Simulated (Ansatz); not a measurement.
`NBF` + `[OH]`• → `N[B]F`• + H₂O  (hydrogen abstraction from a B–H bond)

Program: Ansatz. Geometries: PBE0-D4/def2-TZVP. ΔE: electronic, gas phase. CCSD(T)/CBS adds triple-zeta CCSD(T) − MP2 to the extrapolated MP2 energy (def2 sets, frozen cores). This one scheme is used for every species. Functionals use def2-TZVPP. B3LYP here is the variant with VWN-RPA as its local correlation; programs differ in this. No spin–orbit coupling; open shells (•) take unrestricted orbitals. Each species was taken in one conformer, which may not be the lowest.

`NBF`:

Z-matrix (Å, degrees):
```
N
B 1 1.389
H 1 1.006 2 122.9
H 1 1.004 2 122.4 3 -180.0
F 2 1.337 1 119.2 3 0.0
H 2 1.196 1 121.8 3 -180.0
```

`[OH]`•:

Cartesian coordinates in Å:
```
O 0.179 0.452 0.025
H -0.179 -0.452 -0.025
```

`N[B]F`•:

Z-matrix (Å, degrees):
```
N
B 1 1.384
H 1 1.010 2 122.8
H 1 1.003 2 122.5 3 180.0
F 2 1.324 1 122.6 3 -0.0
```

H₂O:

Cartesian coordinates in Å:
```
O -0.009 -0.360 -0.148
H -0.498 0.409 -0.450
H 0.507 -0.049 0.598
```

CCSD(T)/CBS gives -0.54 eV.

(1) Another level gave -0.51 eV. Which?
A. SCS-MP2/def2-TZVPP
B. B3LYP-D4/def2-TZVPP
C. r2SCAN-D4/def2-TZVPP
D. PBE-D4/def2-TZVPP

(2) What do rigid-rotor, harmonic-oscillator terms from PBE0-D4/def2-TZVP frequencies (298.15 K, 1 bar) make of the CCSD(T)/CBS value? (An estimate is asked.)

Largest T1 diagnostic among the species: 0.014.

Answers

(1) A. SCS-MP2/def2-TZVPP -0.51, PBE-D4 -0.70, r2SCAN-D4 -0.57, B3LYP-D4 -0.44 eV.

(2) Computed: ΔZPE = +0.05 eV, ΔH = -0.47 eV, ΔS = 8 J/(mol·K), ΔG = -0.50 eV. Open shells count their whole term as degenerate.

Leaving LDA and LC-ωPBE aside and taking each functional with its dispersion term where it has one, the values, not all of them listed here, spread over 0.49 eV, from PBE-D4 to BHLYP-D4. LDA lies −0.33 eV from PBE without D4. From PBE to PBE0 (25 % exact exchange), in def2-TZVPP and without D4, ΔE moves by +0.17 eV.
